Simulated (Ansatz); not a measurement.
Ideal-gas functions of C$_{3}$H$_{4}$N$_{2}$ (`CC(=N)C#N`) at 800 K and 1 bar, from an Ansatz frequency run at PBE0-D4/def2-TZVP.

Molar mass 68.08 g/mol, point group Cs (symmetry number 1), electronic degeneracy 1, moments of inertia 51.188, 119.285, 167.358 u Å². Harmonic wavenumbers (cm⁻¹, unscaled): 153, 195, 283, 434, 592, 618, 765, 918, 998, 1081, 1103, 1357, 1404, 1458, 1469, 1733, 2373, 3056, 3127, 3156, 3475.

Use S(trans) = R[1.5 ln M + 2.5 ln T − 1.1517]; rotational temperatures θ = 24.2544 K / I; S(rot) = R[ln(√π/σ · √(T³/θAθBθC)) + 1.5]; for each mode x = 1.438777 ν̃/T, S = R[x/(eˣ − 1) − ln(1 − e⁻ˣ)] and H = RT x/(eˣ − 1); 1 cm⁻¹ = 0.0119627 kJ/mol; R = 8.31446 J/(mol·K).

Problem. By hand: the entropy, in J/(mol·K).

Solution. Translation 182.0. Rotation: θ = 0.4738, 0.2033, 0.1449 K, giving 118.4. Vibration, mode by mode: 19.07, 17.07, 14.02, 10.58, 8.18, 7.85, 6.29, 5.03, 4.48, 3.98, 3.86, 2.69, 2.52, 2.33, 2.30, 1.58, 0.62, 0.22, 0.20, 0.19, 0.12, in all 113.2. Electronic 0.0. Sum 413.6 J/(mol·K).

Problem. By hand: H − E and G − E in kJ/mol, counted from the electronic energy.

Solution. Zero-point energy ½ × 29748 × 0.0119627 = 177.9; thermal vibration 48.1; translation, rotation and pV give 4 RT = 26.6. H − E = 252.6 kJ/mol, and G − E = 252.6 − 800 × 413.6/1000 = -78.3 kJ/mol.

Vibration gives 27 % of the entropy. The sum counts one conformer and one mirror image; others add a mixing term.
